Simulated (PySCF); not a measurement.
## Vibration and rotation of CH⁺

RHF-CCSD(T) constants of CH⁺, ¹Σ⁺ (singlet), closed shell (basis H def2-SVP, C def2-SVP; no relativity; PySCF 2.14; masses 1.0078 and 12.0000 u):

```
ωe              : 2957.5 cm⁻¹
ωexe            : 64.8 cm⁻¹
Be              : 14.046 cm⁻¹
αe              : 0.491 cm⁻¹
D (centrifugal) : 0.00127 cm⁻¹
De to H + C⁺    : 4.04 eV
```

(1) Estimate the standard entropy (1 bar) and heat capacity of the ideal gas at 1500 K, rigid rotor with B0 and harmonic oscillator at the fundamental.

Correlated steps freeze 1 core orbital. Correlated levels converge slowly with the basis: in double zeta they bind strong bonds too weakly, by up to about 1 eV, and carry superposition errors of some tenths. For an ion De counts to the pair picked by the measured ionisation energies or electron affinities, which need not be the lowest pair at this level. Where the molecule has an RHF reference, its open-shell atoms are computed with UHF.

Results:

(1) Translation (Sackur–Tetrode, M = 13.01 u): 174.4 J/(mol K). Rotation: q = kT/(σB0) = 75.5 with σ = 1, 44.3. Vibration: x = hcν0/kT = 2.71, 2.17. S° = 220.9 J/(mol K); Cp = 7R/2 + 4.66 = 33.8 J/(mol K).
